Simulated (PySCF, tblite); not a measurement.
# C3HF2 radical: geometry, infrared bands and EPR parameters

What infrared bands and EPR parameters should C3HF2 radical (`C#C[C](F)F`) show?

Programs: tblite 0.8.0 and PySCF 2.14.0, with density-fitted response routines of our own. Each step states its level of theory. These are calculated values for one molecule in the gas phase, unless marked as measured. Atoms are numbered from 0 throughout.

### 1 The molecule as given

6 atoms, charge 0, multiplicity 2; geometry from: force field or distance geometry start.

Bonds of the start (Å): C0–C1 1.22, C1–C2 1.40, C2–F3 1.34, C2–F4 1.35, C0–H5 1.05.

### 2 Optimising the geometry with GFN2-xTB

What the job is given:

```
{"job": {"kind": "relax", "xc": "GFN2-xTB", "basis": "xTB"}, "charge": 0, "multiplicity": 2}
C      1.515500    -0.337700     0.287700
C      0.336200    -0.071500     0.153900
C     -1.022900     0.225200     0.019900
F     -1.949100    -0.452300     0.717500
F     -1.413000     1.203400    -0.824300
H      2.536300    -0.565200     0.396800
```

Launch:

```sh
OMP_NUM_THREADS=1 python probes_run.py task.json out
```

One launch serves the whole session: the jobs run in the order shown.

Standard output:

```text
step      E/eV     max force
  0    -442.19004    1.731
  1    -442.24507    1.412
  2    -442.26876    2.130
  3    -442.29352    0.333
  4    -442.29726    0.208
  5    -442.30119    0.270
  6    -442.30277    0.152
  7    -442.30318    0.030
  8    -442.30321    0.006
```

Wall time 0.13 s (1 thread of Intel Xeon at 2.50GHz, shared host).

Step by step:

| step | energy from step 0 (eV) | largest force (eV/Å) |
| --- | --- | --- |
| 0 | 0.0000 | 1.7310 |
| 1 | -0.0550 | 1.4122 |
| 2 | -0.0787 | 2.1304 |
| 3 | -0.1035 | 0.3328 |
| 4 | -0.1072 | 0.2076 |
| 5 | -0.1112 | 0.2699 |
| 6 | -0.1127 | 0.1516 |
| 7 | -0.1131 | 0.0302 |
| 8 | -0.1132 | 0.0064 |

Close pairs (by a distance rule), those that changed most:

| bond | before (Å) | after (Å) | change (Å) |
| --- | --- | --- | --- |
| C1–C2 | 1.398 | 1.353 | -0.044 |
| C2–F4 | 1.350 | 1.329 | -0.020 |
| C2–F3 | 1.343 | 1.329 | -0.013 |
| C0–H5 | 1.052 | 1.048 | -0.003 |
| C0–C1 | 1.216 | 1.218 | +0.001 |

The next job starts from the end point, and lists it.

### 3 Infrared spectrum with GFN2-xTB

What the job is given:

```
{"job": {"kind": "ir", "xc": "GFN2-xTB", "basis": "xTB"}, "charge": 0, "multiplicity": 2}
C      1.518418    -0.338196     0.287285
C      0.336329    -0.075183     0.159547
C     -0.977546     0.218753     0.020652
F     -1.956251    -0.401643     0.672369
F     -1.454090     1.163272    -0.784495
H      2.536263    -0.565012     0.396077
```

Standard output:

```text
mode    cm-1     km/mol
  1     157.2      0.14
  2     222.3      7.34
  3     255.4      2.38
  4     424.4     16.50
  5     461.9     31.40
  6     490.6      0.27
  7     685.1     16.75
  8     789.0     34.42
  9    1184.7    284.39
 10    1408.9    209.06
 11    2117.2     19.49
 12    3395.3     32.86
```

It took 0.33 s on 1 thread of Intel Xeon at 2.50GHz, shared host.

The strongest bands and the atoms that carry them (share of the mass-weighted mode):

| cm⁻¹ | km/mol | atoms |
| --- | --- | --- |
| 424 | 16.5 | F4 37 %, F3 37 %, C0 11 % |
| 462 | 31.4 | H5 82 % |
| 685 | 16.8 | H5 80 %, C0 11 % |
| 789 | 34.4 | F4 33 %, F3 33 %, C0 20 %, C1 13 % |
| 1185 | 284.4 | C2 70 %, F3 15 %, F4 15 % |
| 1409 | 209.1 | C2 74 %, C0 13 % |
| 2117 | 19.5 | C1 61 %, C0 29 % |
| 3395 | 32.9 | H5 88 %, C0 12 % |

### 4 EPR parameters: B3LYP/pcH-1

Same as in step 3 but for these lines:

```diff
@@ -1,2 +1,2 @@
-{"job": {"kind": "ir", "xc": "GFN2-xTB", "basis": "xTB"}, "charge": 0, "multiplicity": 2}
+{"job": {"kind": "epr", "basis": "pcH-1"}, "charge": 0, "multiplicity": 2}
 C      1.518418    -0.338196     0.287285
```

With the program's defaults for keys left out, this is: UKS B3LYP, pcH-1 on C F H, non-relativistic, mean-field spin-orbit, GIAO.

Standard output:

```text
UKS, coarse grid
  cycle   1  E = -314.38150899  |g| = 5.25e-01
  cycle   2  E = -314.17742313  |g| = 9.02e-01
  cycle   3  E = -314.47249627  |g| = 1.55e-01
  cycle   4  E = -314.48289070  |g| = 7.00e-02
  cycle   5  E = -314.48548558  |g| = 1.06e-02
  cycle   6  E = -314.48558485  |g| = 4.68e-03
  cycle   7  E = -314.48561005  |g| = 3.05e-03
  cycle   8  E = -314.48561799  |g| = 1.12e-03
  cycle   9  E = -314.48561993  |g| = 4.00e-04
UKS, final grid
  cycle   1  E = -314.48558047  |g| = 2.96e-04
  cycle   2  E = -314.48558058  |g| = 4.26e-04
  cycle   3  E = -314.48558067  |g| = 1.49e-04
  cycle   4  E = -314.48558073  |g| = 1.24e-04
  cycle   5  E = -314.48558075  |g| = 2.89e-05
  cycle   6  E = -314.48558075  |g| = 6.62e-06
E = -314.48558075 Eh   <S^2> = 0.7683 (exact 0.7500)
g shifts (ppm)      1          2          3
  rmc          -220       -220       -220
  gc             -4         45         47
  oz_so        -162       2124       2476
  total        -386       1949       2303
hyperfine (MHz)  atom isotope    a_iso     a_fc   dipolar eigenvalues
    0   13C      46.34      46.34    -45.78    -34.41     80.19
    1   13C     -75.74     -75.74    -20.69     -1.67     22.36
    2   13C      74.13      74.13    -68.37    -68.04    136.41
    3   19F     106.50     106.50   -199.53   -162.05    361.58
    4   19F     106.54     106.54   -199.50   -161.98    361.48
    5    1H     -43.86     -43.86    -20.56     -0.92     21.49
```

It took 35 s on 1 thread of Intel Xeon at 2.50GHz, shared host; peak memory 0.43 GiB.

Principal g values 2.00193, 2.00427, 2.00462; g(iso) = 2.00361, against 2.00232 for a free electron.

Hyperfine couplings; where a row names several nuclei, a(iso) is their mean (it holds for fast rotation or exchange) and the dipolar term the largest among them:

| nuclei | isotope | a(iso) (MHz) | a(iso) (G, at g = 2.0023) | largest dipolar term (MHz) |
| --- | --- | --- | --- | --- |
| F3, F4 | 19F | 106.5 | 38.0 | 361.6 |
| C1 | 13C | -75.7 | -27.0 | 22.4 |
| C2 | 13C | 74.1 | 26.5 | 136.4 |
| C0 | 13C | 46.3 | 16.5 | 80.2 |
| H5 | 1H | -43.9 | -15.6 | 21.5 |

Mulliken spin populations:

| atom | value (e) |
| --- | --- |
| C0 | 0.56 |
| C1 | -0.25 |
| C2 | 0.62 |
| F3 | 0.04 |
| F4 | 0.04 |
| H5 | -0.02 |

In first order the couplings over 0.8 MHz of 19F, 1H give 6 distinct lines over 91.6 G, if the averaged nuclei exchange fast.

The fields below are evaluated on a grid from the run's orbitals.

ELF in a plane through or near 6 of the atoms.

Values, 10 rows by 14 columns:
```
0.00 0.00 0.00 0.00 0.00 0.00 0.00 0.00 0.00 0.00 0.00 0.00 0.00 0.00
0.00 0.00 0.00 0.00 0.00 0.00 0.00 0.00 0.00 0.01 0.00 0.00 0.00 0.00
0.00 0.00 0.00 0.00 0.05 0.19 0.22 0.00 0.41 0.67 0.19 0.01 0.00 0.00
0.00 0.00 0.02 0.19 0.31 0.57 0.66 0.07 0.53 0.60 0.74 0.11 0.00 0.00
0.00 0.00 0.76 0.98 0.86 0.54 0.64 0.75 0.35 0.75 0.55 0.07 0.00 0.00
0.00 0.00 0.88 1.00 0.93 0.32 0.20 0.83 0.27 0.49 0.12 0.01 0.00 0.00
0.00 0.00 0.06 0.37 0.40 0.62 0.71 0.14 0.50 0.38 0.78 0.13 0.00 0.00
0.00 0.00 0.00 0.01 0.08 0.25 0.30 0.01 0.50 0.77 0.30 0.02 0.00 0.00
0.00 0.00 0.00 0.00 0.00 0.01 0.01 0.00 0.04 0.09 0.01 0.00 0.00 0.00
0.00 0.00 0.00 0.00 0.00 0.00 0.00 0.00 0.00 0.00 0.00 0.00 0.00 0.00
```
The map spans 10.4 Å across and 7.4 Å up, centred on the molecule. Atoms in the plane (x, y in Å): C0 (-1.6, 0.0), C1 (-0.3, 0.0), C2 (1.0, 0.0), F3 (1.8, -1.1), F4 (1.8, 1.1), H5 (-2.6, 0.0).

On the surface of density 0.002 e/bohr³ the electrostatic potential runs, from the 1st to the 99th percentile, from -0.41 V near F3 to 1.90 V near H5.

The spin density lies nearest to C2 40 %; C0 31 %; C1 11 % (beta excess); F3, F4 about 7 % each.

### 5 Results

| quantity | value |
| --- | --- |
| strongest single infrared mode (GFN2-xTB) | 1185 cm⁻¹, 284 km/mol |
| zero-point energy (GFN2-xTB) | 16.6 kcal/mol |
| g(iso) (B3LYP) | 2.00361 |
| ⟨S²⟩ | 0.768 (exact 0.75) |
| largest a(iso) (averaged by class) | 19F on F3, F4, 106.5 MHz |
| surface potential, 1st and 99th percentile | -0.41 V and 1.90 V |

What this shows: Relaxing lowered the energy by 0.113 eV in 8 steps; the close pair that moved most is C1–C2, from 1.398 to 1.353 Å. No mode is imaginary among the 12: a minimum at this level. The strongest single mode, at 1185 cm⁻¹, moves mainly C2. Unscaled tight-binding wavenumbers are off by several per cent, some by more. Its intensities can rank the bands wrongly. The largest spin populations lie on C2 (0.62 e), C0 (0.56 e). The isotropic g lies 1.3 ppt above the free-electron value.
